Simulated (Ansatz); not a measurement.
# Molecular dynamics of C2H7NO2

Input:

```yaml
crystal:
  periodic: [false, false, false]
  atoms:
    - { symbol: "N", position_ang: [-0.793433, 0.063712, 1.404999] }
    - { symbol: C, position_ang: [-0.562741, -0.950152, 0.305832] }
    - { symbol: O, position_ang: [-0.237915, -0.291015, -0.949105] }
    - { symbol: C, position_ang: [1.032472, 0.433486, -0.758594] }
    - { symbol: O, position_ang: [1.214696, 1.317431, -1.884857] }
    - { symbol: H, position_ang: [-1.755978, 0.460638, 1.244147] }
    - { symbol: H, position_ang: [-0.896205, -0.492741, 2.293596] }
    - { symbol: H, position_ang: [-1.45652, -1.573876, 0.08167] }
    - { symbol: H, position_ang: [0.255598, -1.620111, 0.652309] }
    - { symbol: H, position_ang: [1.89827, -0.27021, -0.762541] }
    - { symbol: H, position_ang: [0.997769, 0.96286, 0.226629] }
    - { symbol: H, position_ang: [0.380888, 1.904877, -1.819886] }
basis:
  gaussian: { orbitals: STO-3G }
hamiltonian:
  xc: cam_b3lyp
  dispersion: d4
md:
  timestep: 0.25
  n_steps: 349
  ensemble: nve
  temperature: 200.0
  initial_velocities: maxwell_boltzmann
  seed: 299454
  masses: [{ species: H, mass: 3.016 }]
scf:
  lower_state_search: "off"
```

Run as:

```bash
$ ansatz run input.yaml --threads 1 --pin off --max-ram 2048MiB --backend cpu --events-out ev --progress --plain --runs-dir out
```

It starts from a relaxed structure.

Output, in part (step lines, the closing report, with atoms numbered from 0):

```
md step     0: t =     0.00 fs  T =   200.0 K  F+E_penalty+E_count = -7664.63215879 eV  E_kin = 0.258520 eV  conserved = -7664.37363880 eV  (13 SCF iters)
md step     1: t =     0.25 fs  T =   199.4 K  F+E_penalty+E_count = -7664.63141164 eV  E_kin = 0.257774 eV  conserved = -7664.37363799 eV  (13 SCF iters)
md step     2: t =     0.50 fs  T =   197.8 K  F+E_penalty+E_count = -7664.62925293 eV  E_kin = 0.255618 eV  conserved = -7664.37363482 eV  (13 SCF iters)
md step     3: t =     0.75 fs  T =   195.0 K  F+E_penalty+E_count = -7664.62573483 eV  E_kin = 0.252105 eV  conserved = -7664.37362942 eV  (13 SCF iters)
md step     4: t =     1.00 fs  T =   191.3 K  F+E_penalty+E_count = -7664.62094497 eV  E_kin = 0.247323 eV  conserved = -7664.37362201 eV  (13 SCF iters)
md step     5: t =     1.25 fs  T =   186.7 K  F+E_penalty+E_count = -7664.61500309 eV  E_kin = 0.241390 eV  conserved = -7664.37361287 eV  (13 SCF iters)
md step     6: t =     1.50 fs  T =   181.4 K  F+E_penalty+E_count = -7664.60805657 eV  E_kin = 0.234454 eV  conserved = -7664.37360233 eV  (13 SCF iters)
md step     7: t =     1.75 fs  T =   175.4 K  F+E_penalty+E_count = -7664.60027498 eV  E_kin = 0.226684 eV  conserved = -7664.37359077 eV  (13 SCF iters)
[... lines left out ...]
md step   346: t =    86.50 fs  T =   101.1 K  F+E_penalty+E_count = -7664.50430927 eV  E_kin = 0.130740 eV  conserved = -7664.37356952 eV  (13 SCF iters)
md step   347: t =    86.75 fs  T =    98.5 K  F+E_penalty+E_count = -7664.50085711 eV  E_kin = 0.127294 eV  conserved = -7664.37356336 eV  (13 SCF iters)
md step   348: t =    87.00 fs  T =    95.6 K  F+E_penalty+E_count = -7664.49718786 eV  E_kin = 0.123631 eV  conserved = -7664.37355640 eV  (13 SCF iters)
md step   349: t =    87.25 fs  T =    92.7 K  F+E_penalty+E_count = -7664.49341161 eV  E_kin = 0.119863 eV  conserved = -7664.37354893 eV  (13 SCF iters)
Total energy: -7664.49350514 eV, -281.6649411335 hartree
Atom 0 at    -0.794589     0.115665     1.339977 Å, force    -0.248926     0.787991     0.030762 eV/Å
Atom 1 at    -0.558803    -0.916676     0.281961 Å, force     0.456161    -0.933159     1.008452 eV/Å
Atom 2 at    -0.236437    -0.323118    -0.979856 Å, force    -0.099934     0.221567    -0.612757 eV/Å
Atom 3 at     1.040763     0.378674    -0.754523 Å, force    -0.077476    -0.317942    -0.472684 eV/Å
Atom 4 at     1.191980     1.361568    -1.805430 Å, force     0.441604    -0.139206    -0.115942 eV/Å
Atom 5 at    -1.803873     0.400900     1.284298 Å, force    -0.060129     0.148198    -0.256226 eV/Å
Atom 6 at    -0.761041    -0.376724     2.252292 Å, force     0.245207    -0.421040     0.624907 eV/Å
Atom 7 at    -1.406773    -1.602926     0.184620 Å, force    -0.686860    -0.181471    -0.653542 eV/Å
Atom 8 at     0.278652    -1.552778     0.643547 Å, force     0.149290     0.052145     0.108295 eV/Å
Atom 9 at     1.892850    -0.363001    -0.792943 Å, force    -0.235937     0.576157    -0.315957 eV/Å
Atom 10 at     0.999378     0.790939     0.272252 Å, force     0.048133     0.483467     0.307616 eV/Å
Atom 11 at     0.293959     1.854881    -1.805526 Å, force     0.068867    -0.276707     0.347076 eV/Å
Dipole moment:    -0.341284    -0.225100     0.448445 e Å
```

The steps, from the saved trajectory:

| time (fs) | T (K) | potential energy less start (eV) | conserved less start (meV/atom) |
| --- | --- | --- | --- |
| 0.0 | 200 | 0.000 | 0.00 |
| 2.8 | 148 | 0.068 | 0.01 |
| 5.5 | 95 | 0.136 | 0.01 |
| 8.2 | 81 | 0.154 | 0.01 |
| 11.0 | 81 | 0.154 | 0.01 |
| 13.8 | 132 | 0.087 | 0.00 |
| 16.5 | 136 | 0.083 | 0.00 |
| 19.2 | 98 | 0.132 | 0.01 |
| 22.0 | 97 | 0.134 | 0.01 |
| 24.8 | 81 | 0.154 | 0.01 |
| 27.5 | 82 | 0.152 | 0.01 |
| 30.2 | 90 | 0.142 | 0.00 |
| 33.0 | 67 | 0.172 | 0.01 |
| 35.8 | 79 | 0.157 | 0.01 |
| 38.5 | 103 | 0.125 | 0.01 |
| 41.2 | 99 | 0.131 | 0.01 |
| 44.0 | 90 | 0.142 | 0.01 |
| 46.8 | 70 | 0.168 | 0.01 |
| 49.5 | 64 | 0.176 | 0.01 |
| 52.2 | 89 | 0.144 | 0.01 |
| 55.0 | 109 | 0.118 | 0.01 |
| 57.8 | 102 | 0.127 | 0.01 |
| 60.5 | 90 | 0.143 | 0.01 |
| 63.2 | 97 | 0.134 | 0.01 |
| 66.0 | 106 | 0.121 | 0.01 |
| 68.8 | 123 | 0.099 | 0.01 |
| 71.5 | 123 | 0.100 | 0.01 |
| 74.2 | 95 | 0.135 | 0.01 |
| 77.0 | 98 | 0.132 | 0.01 |
| 79.8 | 106 | 0.122 | 0.01 |
| 82.5 | 105 | 0.123 | 0.01 |
| 85.2 | 110 | 0.117 | 0.00 |

The run went to its last step. The conserved energy stayed within 0.012 meV per atom of its start (net change 0.0075 meV per atom), so the integration is sound. The temperature averaged 0.49 of the 200 K drawn at the start: a run that starts near a minimum puts about half its kinetic energy into the potential. A run of 0.087 ps of so small a system gives no equilibrium averages. Limits of this set-up: minimal basis.

The same pairs are bonded in the first frame and the last. Pairs count as bonded within 1.25 times the sum of covalent radii (0.12 Å more for H–H).

Last frame:

```xyz
12
Properties=species:S:1:pos:R:3
N -0.795 0.116 1.340
C -0.559 -0.917 0.282
O -0.236 -0.323 -0.980
C 1.041 0.379 -0.754
O 1.192 1.362 -1.805
H -1.804 0.401 1.284
H -0.761 -0.377 2.252
H -1.407 -1.603 0.185
H 0.279 -1.553 0.643
H 1.893 -0.363 -0.793
H 0.999 0.791 0.272
H 0.294 1.855 -1.806
```

Run time: 29 min on 1 thread of Intel(R) Xeon(R) Processor @ 2.50GHz (Skylake/Cascade Lake), on a shared host, peak memory 0.1 GiB.
